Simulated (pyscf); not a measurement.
One four-centre exchange on the singlet surface with elements of a group swapped. ωB97M-D3(BJ)/def2-TZVP, kcal/mol, from the separated reactants. Single points on ωB97X-D3(BJ)/def2-SVP structures (PySCF, gas phase).

| step | barrier | reaction energy | imaginary mode (i cm⁻¹) |
|---|---|---|---|
| `[SnH3][SnH3]` + `[ClH]` → `[Cl][SnH2][SnH3]` + `[H][H]` | 30.7 | -16.4 | 1181 |
| `[SnH3][SnH3]` + `[FH]` → `[F][SnH2][SnH3]` + `[H][H]` | 27.1 | -8.5 | 1094 |
| `[GeH3][SnH3]` + `[FH]` -> `[F][SnH2][GeH3]` + `[H][H]` | ? | ? | 1144 |
| `[GeH3][GeH3]` + `[ClH]` → `[Cl][GeH2][GeH3]` + `[H][H]` | 37.6 | -11.8 | 866 |

Q: What belongs in the gaps?

A: 
- `[GeH3][SnH3]` + `[FH]` -> `[F][SnH2][GeH3]` + `[H][H]`, barrier: 26.4
- `[GeH3][SnH3]` + `[FH]` -> `[F][SnH2][GeH3]` + `[H][H]`, reaction energy: -8.7

Each row is the saddle that its search found. Elements up to Kr have no core potential and no relativistic terms here. Elements past Kr carry the def2 core potentials, without spin-orbit coupling.
